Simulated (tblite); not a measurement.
C₄H₅FO.
Bonds: O1–C2 (double), C2–F3, C2–C4, C4–C5, C5–C6, C4–C6. Hydrogens: H7 on C4; H8, H9 on C5; H10, H11 on C6.

Computed with GFN2-xTB (tblite), gas phase: L-BFGS steps from a force-field or distance-geometry start until the largest atomic force falls under 0.01 eV/Å.

Step 4: E = -541.1957 eV
```
atom  x, y, z in Å  |  force x, y, z in eV/Å
O1      2.0084   -0.3281   -0.8987   -0.005  -0.048  -0.185
C2      1.5439   -0.0320    0.1454   -0.096   0.054   0.165
F3      2.4019    0.2001    1.1968   -0.236   0.010  -0.011
C4      0.1423    0.1394    0.5389   -0.177  -0.012  -0.063
C5     -0.8993   -0.7516   -0.1244    0.150  -0.124   0.058
C6     -0.8356    0.6704   -0.5000    0.090   0.125   0.042
H7     -0.0358    0.4199    1.5722    0.174  -0.038  -0.120
H8     -1.7089   -1.0906    0.4945   -0.117  -0.067   0.144
H9     -0.5553   -1.4858   -0.8332    0.125  -0.034  -0.032
H10    -1.6046    1.3340   -0.1462   -0.058   0.116   0.075
H11    -0.4516    0.9270   -1.4714    0.150   0.018  -0.074
```

Step 5: E = -541.2006 eV
```
atom  x, y, z in Å  |  force x, y, z in eV/Å
O1      2.0085   -0.3287   -0.9024   -0.051  -0.022  -0.080
C2      1.5403   -0.0335    0.1414   -0.087   0.050   0.116
F3      2.3887    0.2011    1.1972   -0.133   0.006   0.003
C4      0.1395    0.1387    0.5384   -0.051   0.006  -0.007
C5     -0.8975   -0.7515   -0.1236    0.055  -0.171   0.048
C6     -0.8334    0.6709   -0.4989    0.019   0.152  -0.020
H7     -0.0314    0.4204    1.5737    0.161  -0.051  -0.157
H8     -1.7071   -1.0913    0.4963   -0.105  -0.060   0.115
H9     -0.5518   -1.4852   -0.8322    0.116  -0.036  -0.030
H10    -1.6025    1.3349   -0.1452   -0.060   0.110   0.064
H11    -0.4480    0.9270   -1.4707    0.137   0.016  -0.052
```

**Question.** Estimate the geometry and energy of step 6. (The exact step hangs on the optimiser's Hessian estimate; all steps are aligned on step 5, rigid shifts and turns removed.)

**Answer.** E = -541.2063 eV, largest force 0.160 eV/Å
```
atom  x, y, z in Å  |  force x, y, z in eV/Å
O1      2.0066   -0.3295   -0.9073   -0.105   0.018   0.073
C2      1.5336   -0.0349    0.1364   -0.029   0.021  -0.007
F3      2.3677    0.2027    1.1978    0.035   0.005   0.037
C4      0.1359    0.1378    0.5373    0.027   0.008  -0.023
C5     -0.8952   -0.7550   -0.1209   -0.043  -0.017  -0.021
C6     -0.8306    0.6747   -0.4981   -0.069  -0.017  -0.027
H7     -0.0219    0.4200    1.5728    0.110  -0.039  -0.109
H8     -1.7062   -1.0936    0.5007   -0.062  -0.049   0.051
H9     -0.5440   -1.4853   -0.8316    0.076  -0.024   0.001
H10    -1.6006    1.3384   -0.1427   -0.033   0.080   0.025
H11    -0.4399    0.9274   -1.4704    0.092   0.014   0.000
```

The energy changes by -0.0058 eV. The first-order estimate −F·Δx gives -0.0096 eV and the mean of the old and new forces, exact on a quadratic surface, -0.0058 eV. The step makes an angle of 50° with the force vector and moves no atom by more than 0.021 Å.

Hardware: one thread, x86-64 server (shared host).
